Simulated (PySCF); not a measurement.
Gas-phase reaction: CO₂ + 3 CH₄ → 2 CH₃OCH₃

Energies from PySCF (xtb for GFN2), thermal terms from the rigid-rotor harmonic-oscillator model, ideal gas at 1 bar. Table values come from the NASA 1993 polynomials. † marks an energy on the PBE0/def2-TZVP geometry and frequencies; other levels use their own. CCSD(T) freezes the core. 6-31G* has spherical d functions here. All species are closed-shell singlets. B3LYP is the form with VWN-RPA correlation. CCSD(T) isn't extrapolated to the basis-set limit; its ΔH°(298 K) is 270.4 kJ in def2-SVP and 251.6 kJ in def2-TZVPP. The harmonic model lacks anharmonicity and excited electronic states, which grow with temperature; levels with a mode under 35 cm⁻¹ are left out. Internal rotation in CH₃OCH₃ is treated as a harmonic vibration of one conformer, which makes the entropy rough.

```tsv
level	ΔH°(298 K), kJ	minus table	ΔG°(600 K), kJ
table	249.1	-	392.6
B3LYP/def2-TZVP†	274.2	25.1	421.4
CCSD(T)/def2-TZVPP†	251.6	2.5	398.8
GFN2-xTB	160.0	-89.1	306.3
HF/6-31G*	268.1	19.0	416.7
M06-2X/def2-TZVP†	221.9	-27.2	369.2
PBE0/def2-QZVP†	238.5	-10.6	385.8
r2SCAN/def2-TZVP†	262.9	13.8	410.2
ωB97M-V/def2-TZVP†	243.7	-5.4	391.0
ωB97X-V/def2-TZVP†	232.6	-16.5	379.8
```
